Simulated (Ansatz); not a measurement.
We consider bcc Li, described by rVV10 in Ansatz (plane waves, PAW).

Settings: plane-wave cutoff 520 eV, 22×22×22 k mesh, Fermi–Dirac smearing 0.05 eV, scalar-relativistic PAW data made under PBE.

Pressure at four volumes; x = ln(V/19.841 Å³). One pressure is withheld.

```json
[
 {"V (Å³/atom)": "18.651", "x": "-0.0619", "P (GPa)": "?"},
 {"V (Å³/atom)": "19.048", "x": "-0.0408", "P (GPa)": "0.610"},
 {"V (Å³/atom)": "19.841", "x": "0.0000", "P (GPa)": "-0.014"},
 {"V (Å³/atom)": "21.032", "x": "0.0583", "P (GPa)": "-0.768"}
]
```

**Question.** Pass a parabola P(x) through the three rows shown, estimate the bulk modulus and its pressure derivative near zero pressure, and predict the withheld pressure.

**Answer.** Slopes between the rows: (-0.014 − (0.610))/(0.0000 − (-0.0408)) = -15.29 and (-0.768 − (-0.014))/(0.0583 − (0.0000)) = -12.93 GPa. Their difference over the span 0.0991 is c = 2.36/0.0991 = 23.8 GPa, so P(x) = 0.610 + (-15.29)(x − (-0.0408)) + 23.8 (x − (-0.0408))(x − (0.0000)). At the middle row B = −dP/dx = −[-15.29 + 23.8 × 0.0408] = 14.3 GPa, and B′ = dB/dP = 2c/B = 3.3. At x = -0.0619 the parabola gives 0.964 GPa; the run gives 0.966 GPa. The Birch–Murnaghan fit to the energies at all volumes has B0 = 14.3 GPa and B′ = 3.4.

Measured, for comparison: bulk modulus 13.8 GPa (corrected for temperature and zero-point phonon effects, our sources range from 13.1 to 13.9; as tabulated in Levämäki et al. (2014), arXiv:1402.3671). Computed (rounded) less measured: bulk modulus +4 % (+3 % to +9 % over the range).

Ansatz is a program for electronic structure.
